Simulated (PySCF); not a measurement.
Q: Give a GFN2-xTB geometry of InChI=1S/C6H10/c1-2-4-6-5-3-1/h1-2H,3-6H2.

A: 
```
atom  x, y, z in Å
C1    -0.0092    1.5016    0.3412
C2     1.1864    0.9400    0.2834
C3     1.4042   -0.5085   -0.0301
C4     0.1591   -1.1372   -0.6504
C5    -1.0722   -0.7527    0.1624
C6    -1.2855    0.7574    0.0934
H7    -0.1106    2.5554    0.5634
H8     2.0768    1.5220    0.4800
H9     2.2574   -0.6141   -0.7052
H10    1.6624   -1.0340    0.8961
H11    0.0393   -0.7743   -1.6735
H12    0.2682   -2.2232   -0.6876
H13   -0.9220   -1.0517    1.2022
H14   -1.9558   -1.2720   -0.2145
H15   -2.0382    1.0666    0.8234
H16   -1.6678    1.0337   -0.8958
```

Orientation and origin are arbitrary. Atoms count from 1 in this order. The 6-membered ring C1–C2–C3–C4–C5–C6 has internal angles of 109.8° to 123.5° (sum 689°, against 720° for a flat polygon); it is puckered, 0.21 Å rms from its mean plane, widest ring torsion 64°. Of the pairs four or more bonds apart, C1···H11 is among the closest relative to their van der Waals radii: 3.04 Å, 105 % of the sum of Bondi's values. The C–C distances run from 1.322 Å (C1=C2, drawn double) to 1.527 Å (C5–C6, drawn single), a spread of 0.205 Å.

Bonds between heavy atoms (Å): C1=C2 1.322, C2–C3 1.498, C3–C4 1.527, C4–C5 1.525, C5–C6 1.527, C1–C6 1.498.

Computed geometry: GFN2-xTB, gas phase.

Point group: C2 (every atom within 0.08 Å of its image). Stationary, but not proved a minimum. One conformer, not necessarily the lowest (C1–C2–C3–C4 16°, C2–C3–C4–C5 -47°, C3–C4–C5–C6 64°, C4–C5–C6–C1 -47°).
